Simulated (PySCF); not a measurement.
nitrous oxide (N₂O), SMILES N#[N+][O-]. The structure is a stationary point at PBE0-D3(BJ)/def2-TZVP.

TDA-B3LYP/def2-TZVPD (PySCF) puts the lowest singlet excitations at 6.85, 7.15, 7.15, 8.43, 8.43, 10.02 eV and the lowest triplet (TDA) at 5.70 eV.

**Question.** What are the lowest singlet roots from PySCF with EOM-CCSD/aug-cc-pVDZ? (An estimate is asked for; the answer gives what the named calculation found.)

**Answer.** 7.31, 7.48, 7.48, 8.62, 8.62, 10.10 eV; triplets 5.91, 6.71, 6.71 eV. S1 differs by 0.46 eV (second minus first; roots are paired by order, and the bases may differ).
